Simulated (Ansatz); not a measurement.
## Relaxing ZnSnSb2

The calculation used DFT PBEsol, scalar-relativistic, plane waves, PAW (Ansatz). Cutoff 420 eV, Γ-centred k mesh, Gaussian smearing, no spin polarisation in the final step.

This is the end of a relaxation of cell and atoms.

```
Zn Sn Sb
1.0
     4.46187    0.00000    0.00000
     0.00000    4.46187    0.00000
     0.00000    0.00000    6.22840
Zn Sn Sb
1 1 2
Direct
  0.00000 0.00000 0.00000
  0.50000 0.50000 0.50000
  0.00000 0.50000 0.22059
  0.50000 0.00000 0.77941
```

The zero of energy is the elements' standard structures at the same level; no fitted shifts are applied.

Task: What space group does it have?

Result: P-4m2 (No. 115). Conventional cell: a = 4.462 Å, c = 6.228 Å. Around Zn lie 4 Sb at 2.62 Å; Sn is coordinated by 4 Sb at 2.83 Å; Sb is coordinated by 2 Zn at 2.62 Å and 2 Sn at 2.83 Å.

Task: How far does it lie from the elements in energy?

Result: -0.01 eV/atom.

Task: Is it a metal?

Result: Yes, bands cross the Fermi level on the 10×10×8 mesh.

The final run used a 10×10×8 mesh on its 4-atom cell and 0.10 eV smearing. The k mesh leaves about 4 meV/atom of noise in metals. Spin–orbit coupling is left out.

Cost: 2 runs of about 2.5 core-minutes in all, on Oxide Virtual Turin-like Processor (Zen 5) (shared hosts).